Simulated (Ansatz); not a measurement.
Saddle point of CH8Si, singlet (SiH₄ + CH₄ → CH₆Si ([CH3][SiH3]) + H₂; bonds formed: Si1–C7, H2–H6; bonds broken: Si1–H2, H6–C7), PBE0-D4/def2-TZVP structure:

| atom | x (Å) | y (Å) | z (Å) |
| --- | --- | --- | --- |
| Si1 | -0.2382 | -0.7842 | -0.6017 |
| H2 | 0.3587 | 0.4913 | -1.5739 |
| H3 | 0.8920 | -1.5998 | -1.1198 |
| H4 | -0.6814 | -1.5854 | 0.6098 |
| H5 | -1.4985 | -0.6803 | -1.3838 |
| H6 | 0.3385 | 0.7421 | -0.4625 |
| C7 | 0.1903 | 0.7385 | 0.8876 |
| H8 | 0.8539 | 0.1336 | 1.5051 |
| H9 | -0.8104 | 0.7868 | 1.3157 |
| H10 | 0.5952 | 1.7574 | 0.8236 |

Energies are electronic, without zero-point energy. Barriers and step energies count from the start structure reached by relaxing down the imaginary mode; all methods use the PBE0-D4 structures, on which another method's saddle can fall below an end. Program: Ansatz 0.2.0. Basis: def2-TZVPP, with def2-QZVPP for the basis limit. Cores are frozen in the correlated methods. B3LYP uses VWN-RPA correlation. Extrapolation: Hartree–Fock as exp(−7.88 √X), correlation as X^−2.97.

| method | barrier (kJ/mol) | step energy (kJ/mol) |
| --- | --- | --- |
| SPW92 | ? | 25.1 |
| PBE-D4 | 296.5 | 26.3 |
| BLYP-D4 | 323.3 | 29.7 |
| r2SCAN-D4 | 311.6 | 27.2 |
| B97M-V | 318.9 | 32.6 |
| PBE0-D4 | 313.4 | 28.6 |
| B3LYP-D4 | 334.9 | 32.0 |
| r2SCAN0-D4 | 323.2 | 28.9 |
| BHLYP-D4 | 356.1 | 35.5 |
| CAM-B3LYP-D4 | 342.4 | 33.9 |
| wB97X-V | 338.4 | 30.4 |
| wB97M-V | 332.7 | 28.3 |
| B2PLYP | 344.4 | 33.4 |
| PBE-QIDH | 330.8 | 29.2 |
| RPA on PBE | 344.3 | 33.0 |
| HF | ? | 47.8 |
| MP2 | ? | 26.2 |
| CCSD | 354.3 | 34.3 |
| CCSD(T) | 343.6 | 31.2 |

(1) Fill in the withheld barriers. (Judge from chemistry; the value comes from the calculation.)

T1 diagnostic: at most 0.011. The start structure is not quite a true minimum (one mode of 36i cm⁻¹). The end structure is not quite a true minimum (one mode of 55i cm⁻¹).

## Answers

(1) The calculation gives: MP2 338.9; SPW92 262.3; HF 416.3 kJ/mol. Each is the energy of the saddle less that of the start structure, by the same method.

For comparison, the barrier by CCSD(T) at an estimated basis limit (MP2 extrapolated from triple and quadruple zeta, plus CCSD(T) − MP2 in triple zeta) is 338.0 kJ/mol.

Labels in which every atom is bracketed show which atoms are joined, not bond orders.

For scale, one of the runs: CCSD(T)/def2-TZVPP, 185 basis functions, launched by `ansatz run in.yaml --threads 2 --pin off --events-out ev --progress --plain --max-ram 4352MiB`. Time: 23 s of wall clock on 2 CPU threads of an Arm Neoverse V2; the host was shared. Peak host memory: 1.8 GiB.
